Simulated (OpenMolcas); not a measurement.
**CHFO (formyl fluoride): a chain of runs**

We compute the energy (HF/STO-3G), then a single-point energy (CASSCF(2,2)/STO-3G), then a single-point energy (CASPT2(2,2)/STO-3G), then a single-point energy (SC-NEVPT2(2,2)/STO-3G), then the energy (MRCI(2,2)/STO-3G) of CHFO (formyl fluoride). 

The results are computed with OpenMolcas 26.06.

2 further runs of the same task are left out: 1 for a known fault of the program, 1 set aside as unsound or not needed.

## Step 1: The structure to begin with

The species is CHFO (4 atoms), meant as a singlet with charge 0. SMILES: `O=CF`. The C2–F3 distance was set to 1.677 Å, away from the relaxed value.

Bond lengths: O1–C2 1.171 Å, C2–H4 1.098 Å. Angles: O1–C2–H4 129.0°. A long bond or contact: C2–F3 1.677 Å.

## Step 2: The energy at HF/STO-3G (run 1)

Contents of step1.inp:

```
&GATEWAY
BasLib
$CurrDir
BasisSet
O.STO-3G....
O1 -1.048221 0.487094 0.881054 angstrom
End of Basis
BasisSet
C.STO-3G....
C2 -0.208281 0.364414 0.074004 angstrom
End of Basis
BasisSet
F.STO-3G....
F3 0.584370 -1.090860 -0.181350 angstrom
End of Basis
BasisSet
H.STO-3G....
H4 0.196509 1.112584 -0.620486 angstrom
End of Basis
&SEWARD
&SCF
PrOrbitals
1 1
```

The basis set STO-3G is read from a file made from the Basis Set Exchange's data (not shown).

Run with:

```
$ export MOLCAS_MEM=1860
$ pymolcas step1.inp > step1.log
```

What it wrote:

```text
--- Start Module: gateway ---
[...]
--- Stop Module: gateway /rc=_RC_ALL_IS_WELL_ ---
--- Start Module: seward ---
[...]
      Basis functions           16
--- Stop Module: seward /rc=_RC_ALL_IS_WELL_ ---
--- Start Module: scf ---
[...]
       Convergence after  13 Iterations
[...]
::    Total SCF energy                               -209.7619024813
[...]
      Total spin, S                                     0.0000000000
[...]
      Total electronic charge=   24.000000
      Total            charge=   -0.000000
[...]
      Dipole Moment (debye):
      Origin of the operator (angstrom)=   -0.1659   -0.1550    0.2273
                   X=  3.6356E-01               Y=  1.2949E+00               Z= -8.5898E-01           Total=  1.5959E+00
      Quadrupole Moment (debye*angstrom):
[...]
--- Stop Module: scf /rc=_RC_ALL_IS_WELL_ ---
[...]
```

Run time: 2 s. Hardware: 1 thread of Intel Xeon Platinum 8259CL at 2.50GHz (Skylake/Cascade Lake), shared host; peak memory 0.37 GiB.

## Step 3: A single-point energy at CASSCF(2,2)/STO-3G (run 2)

Contents of step2.inp:

```
* CHFO CASSCF
>>> EXPORT MOLCAS_PRINT=2

&GATEWAY
 BasLib = $CurrDir
 BasisSet
 O.STO-3G....
 O1 -1.048221 0.487094 0.881054 angstrom
 End of Basis
 BasisSet
 C.STO-3G....
 C2 -0.208281 0.364414 0.074004 angstrom
 End of Basis
 BasisSet
 F.STO-3G....
 F3 0.584370 -1.090860 -0.181350 angstrom
 End of Basis
 BasisSet
 H.STO-3G....
 H4 0.196509 1.112584 -0.620486 angstrom
 End of Basis

&SEWARD

&RASSCF
 FileOrb = $CurrDir/step1.ScfOrb
 Spin = 1
 Nactel = 2 0 0
 Inactive = 11
 Ras2 = 2
 OrbListing = Nothing
 OrbAppear = Compact
```

The basis set STO-3G is read from a file made from the Basis Set Exchange's data (not shown).

Run with:

```
$ export MOLCAS_MEM=1860
$ pymolcas step2.inp > step2.log
```

What it wrote:

```text
--- Start Module: gateway ---
[...]
--- Stop Module: gateway /rc=_RC_ALL_IS_WELL_ ---
--- Start Module: seward ---
[...]
      Basis functions           16
--- Stop Module: seward /rc=_RC_ALL_IS_WELL_ ---
--- Start Module: rasscf ---
[...]
      Number of active orbitals                  2
[...]
      Spin quantum number                      0.0
[...]
      Active orbitals                            2
[...]
      Number of CSFs                             3
[...]
      Number of root(s) required                 1
[...]
      Convergence after 22 iterations
[...]
      printout of CI-coefficients larger than  0.05 for root  1
      energy=    -209.806910
      conf/sym  11     Coeff  Weight
             1  20   0.97410 0.94888
             3  02  -0.22610 0.05112
      Natural orbitals and occupation numbers for root  1
      sym 1:   1.897756   0.102244
      ************************************************************************************************************************
      *                                                    Final results                                                     *
[...]
::    RASSCF root number  1 Total energy:   -209.80690981
[...]
      Total electronic charge=   24.000000
      Total            charge=   -0.000000
[...]
      Dipole Moment (debye):
      Origin of the operator (angstrom)=   -0.1659   -0.1550    0.2273
                   X=  1.8155E-01               Y=  1.3146E+00               Z= -6.8150E-01           Total=  1.4919E+00
      Quadrupole Moment (debye*angstrom):
[...]
--- Stop Module: rasscf /rc=_RC_ALL_IS_WELL_ ---
[...]
```

Run time: 2.4 s. Hardware: 1 thread of Intel Xeon Platinum 8259CL at 2.50GHz (Skylake/Cascade Lake), shared host; peak memory 0.37 GiB.

## Step 4: The energy at CASPT2(2,2)/STO-3G (run 3)

Contents of step3.inp:

```
* CHFO CASPT2
&GATEWAY
BasLib
$CurrDir
BasisSet
O.STO-3G....
O1 -1.048221 0.487094 0.881054 angstrom
End of Basis
BasisSet
C.STO-3G....
C2 -0.208281 0.364414 0.074004 angstrom
End of Basis
BasisSet
F.STO-3G....
F3 0.584370 -1.090860 -0.181350 angstrom
End of Basis
BasisSet
H.STO-3G....
H4 0.196509 1.112584 -0.620486 angstrom
End of Basis
&SEWARD
&RASSCF
FileOrb
$CurrDir/step2.RasOrb
Spin
1
Nactel
2 0 0
Inactive
11
Ras2
2
OrbListing
Nothing
OrbAppear
Compact
&CASPT2
Imaginary
0.1
Frozen
3
```

The basis set STO-3G is read from a file made from the Basis Set Exchange's data (not shown).

Run with:

```
$ export MOLCAS_MEM=1860
$ pymolcas step3.inp > step3.log
```

What it wrote:

```text
--- Start Module: gateway ---
[...]
--- Stop Module: gateway /rc=_RC_ALL_IS_WELL_ ---
[...]
      Basis functions           16
[...]
--- Start Module: rasscf ---
[...]
      Number of active orbitals                  2
[...]
      Spin quantum number                      0.0
[...]
      Active orbitals                            2
[...]
      Number of CSFs                             3
[...]
      Number of root(s) required                 1
[...]
      Convergence after  4 iterations
[...]
      printout of CI-coefficients larger than  0.05 for root  1
      energy=    -209.806910
      conf/sym  11     Coeff  Weight
             1  20   0.97410 0.94888
             3  02  -0.22610 0.05112
      Natural orbitals and occupation numbers for root  1
      sym 1:   1.897756   0.102244
      ************************************************************************************************************************
      *                                                    Final results                                                     *
[...]
::    RASSCF root number  1 Total energy:   -209.80690981
[...]
      Total electronic charge=   24.000000
      Total            charge=   -0.000000
[...]
      Dipole Moment (debye):
      Origin of the operator (angstrom)=   -0.1659   -0.1550    0.2273
                   X=  1.8155E-01               Y=  1.3146E+00               Z= -6.8150E-01           Total=  1.4918E+00
      Quadrupole Moment (debye*angstrom):
[...]
--- Stop Module: rasscf /rc=_RC_ALL_IS_WELL_ ---
--- Start Module: caspt2 ---
[...]
 ###    WARNING: User changed nr of frozen orbitals.                         ###
 ###############################################################################
[...]
      E2 (Variational):          -0.1048877480
      Total energy:            -209.9117975578
[...]
      Reference weight:           0.95213
[...]
::    CASPT2 Root  1     Total energy:   -209.91179756
[...]
--- Stop Module: caspt2 /rc=_RC_ALL_IS_WELL_ ---
[...]
```

It took 2.1 s on 1 thread of Intel Xeon Platinum 8259CL at 2.50GHz (Skylake/Cascade Lake), shared host; peak memory 0.37 GiB.

## Step 5: The energy at SC-NEVPT2(2,2)/STO-3G (run 4)

Contents of step4.inp:

```
* CHFO NEVPT2

&GATEWAY
  BasLib
  $CurrDir
  BasisSet
  O.STO-3G....
  O1 -1.048221 0.487094 0.881054 angstrom
  End of Basis
  BasisSet
  C.STO-3G....
  C2 -0.208281 0.364414 0.074004 angstrom
  End of Basis
  BasisSet
  F.STO-3G....
  F3 0.584370 -1.090860 -0.181350 angstrom
  End of Basis
  BasisSet
  H.STO-3G....
  H4 0.196509 1.112584 -0.620486 angstrom
  End of Basis

&SEWARD

&RASSCF
  FileOrb
  $CurrDir/step2.RasOrb
  Spin
  1
  Nactel
  2 0 0
  Inactive
  11
  Ras2
  2
  OrbListing
  Nothing
  OrbAppear
  Compact

&CASPT2
  SC-NEVPT2
  Frozen
  3
```

The basis set STO-3G is read from a file made from the Basis Set Exchange's data (not shown).

Run with:

```
$ export MOLCAS_MEM=1860
$ pymolcas step4.inp > step4.log
```

What it wrote:

```text
--- Start Module: gateway ---
[...]
--- Stop Module: gateway /rc=_RC_ALL_IS_WELL_ ---
[...]
      Basis functions           16
[...]
--- Start Module: rasscf ---
[...]
      Number of active orbitals                  2
[...]
      Spin quantum number                      0.0
[...]
      Active orbitals                            2
[...]
      Number of CSFs                             3
[...]
      Number of root(s) required                 1
[...]
      Convergence after  4 iterations
[...]
      printout of CI-coefficients larger than  0.05 for root  1
      energy=    -209.806910
      conf/sym  11     Coeff  Weight
             1  20   0.97410 0.94888
             3  02  -0.22610 0.05112
      Natural orbitals and occupation numbers for root  1
      sym 1:   1.897756   0.102244
      ************************************************************************************************************************
      *                                                    Final results                                                     *
[...]
::    RASSCF root number  1 Total energy:   -209.80690981
[...]
      Total electronic charge=   24.000000
      Total            charge=   -0.000000
[...]
      Dipole Moment (debye):
      Origin of the operator (angstrom)=   -0.1659   -0.1550    0.2273
                   X=  1.8155E-01               Y=  1.3146E+00               Z= -6.8150E-01           Total=  1.4918E+00
      Quadrupole Moment (debye*angstrom):
[...]
--- Stop Module: rasscf /rc=_RC_ALL_IS_WELL_ ---
--- Start Module: caspt2 ---
[...]
 ###    WARNING: User changed nr of frozen orbitals.                         ###
 ###############################################################################
[...]
      E2 (Variational):          -0.1073305274
[...]
      E2 (Variational):          -0.1071948722
      Total energy:            -209.9141046820
[...]
      Reference weight:           0.94991
[...]
::    SC-NEVPT2 Root  1     Total energy:   -209.91410468
[...]
--- Stop Module: caspt2 /rc=_RC_ALL_IS_WELL_ ---
[...]
```

Wall time 2.1 s (1 thread of Intel Xeon Platinum 8259CL at 2.50GHz (Skylake/Cascade Lake), shared host); peak memory 0.37 GiB.

## Step 6: A single-point energy at MRCI(2,2)/STO-3G (run 5)

Contents of step5.input:

```
* CHFO MRCI
>>> EXPORT MOLCAS_PRINT=2

&GATEWAY
 BasLib=$CurrDir
 BasisSet
 O.STO-3G....
 O1 -1.048221 0.487094 0.881054 angstrom
 End of Basis
 BasisSet
 C.STO-3G....
 C2 -0.208281 0.364414 0.074004 angstrom
 End of Basis
 BasisSet
 F.STO-3G....
 F3 0.584370 -1.090860 -0.181350 angstrom
 End of Basis
 BasisSet
 H.STO-3G....
 H4 0.196509 1.112584 -0.620486 angstrom
 End of Basis

&SEWARD

&RASSCF
 FileOrb=$CurrDir/step2.RasOrb
 Spin=1
 Nactel=2 0 0
 Inactive=11
 Ras2=2
 OrbListing=Nothing
 OrbAppear=Compact

&MOTRA
 LumOrb
 Frozen=3

&GUGA
 Electrons=18
 Spin=1
 Inactive=8
 Active=2
 CIAll=1

&MRCI
 SDCI
```

The basis set STO-3G is read from a file made from the Basis Set Exchange's data (not shown).

Run with:

```
$ export MOLCAS_MEM=1860
$ pymolcas step5.input > step5.log
```

What it wrote:

```text
--- Start Module: gateway ---
[...]
--- Stop Module: gateway /rc=_RC_ALL_IS_WELL_ ---
[...]
      Basis functions           16
[...]
      Number of active orbitals                  2
[...]
      Spin quantum number                      0.0
[...]
      Active orbitals                            2
[...]
      Number of CSFs                             3
[...]
      Number of root(s) required                 1
[...]
      Convergence after  4 iterations
[...]
      printout of CI-coefficients larger than  0.05 for root  1
      energy=    -209.806910
      conf/sym  11     Coeff  Weight
             1  20   0.97410 0.94888
             3  02  -0.22610 0.05112
      Natural orbitals and occupation numbers for root  1
      sym 1:   1.897756   0.102244
      ************************************************************************************************************************
      *                                                    Final results                                                     *
[...]
::    RASSCF root number  1 Total energy:   -209.80690981
[...]
      Dipole Moment (debye):
      Origin of the operator (angstrom)=   -0.1659   -0.1550    0.2273
                   X=  1.8155E-01               Y=  1.3146E+00               Z= -6.8150E-01           Total=  1.4918E+00
      Quadrupole Moment (debye*angstrom):
[...]
      *** WARNING: Default frozen orbitals is overwritten by user input.
      *** Default values:   3
[...]
--- Start Module: guga ---
[...]
--- Stop Module: guga /rc=_RC_ALL_IS_WELL_ ---
--- Start Module: mrci ---
[...]
       (But an ACPF correction will be computed)
       USE THE DEFAULT ACPF G-VALUE GFAC=  0.11111111111111110
[...]
                      CI ENERGY:  -209.94271157
[...]
                ACPF CORRECTION:    -0.01259766
[...]
      Total electronic charge=   24.000000
      Total            charge=   -0.000000
[...]
     ACPF CORRECTION:     -0.01259766
[...]
  CI State   1     Total energy:   -209.94271157     QDav:     -0.01433863     QACPF:     -0.01259766
[...]
--- Stop Module: mrci /rc=_RC_ALL_IS_WELL_ ---
[...]
```

Run time: 2.5 s. Hardware: 1 thread of Intel Xeon Platinum 8259CL at 2.50GHz (Skylake/Cascade Lake), shared host; peak memory 0.37 GiB.

## Step 7: Outcome

```
                       quantity                                                                value
 run 1, HF/STO-3G: total energy                                                        -209.76190 Eh
run 1, HF/STO-3G: dipole moment                                                               1.60 D
  run 1, HF/STO-3G: HOMO energy                                                             -9.54 eV
  run 1, HF/STO-3G: LUMO energy                                                              7.30 eV
run 1, HF/STO-3G: HOMO–LUMO gap                                                             16.84 eV
      run 2, CASSCF(2,2)/STO-3G  no result (a known fault or a wrong state: its values are left out)
      run 3, CASPT2(2,2)/STO-3G  no result (a known fault or a wrong state: its values are left out)
   run 4, SC-NEVPT2(2,2)/STO-3G  no result (a known fault or a wrong state: its values are left out)
        run 5, MRCI(2,2)/STO-3G  no result (a known fault or a wrong state: its values are left out)
```

In words: 4 of the 5 runs ended normally but are set aside, since settings or state are in doubt.
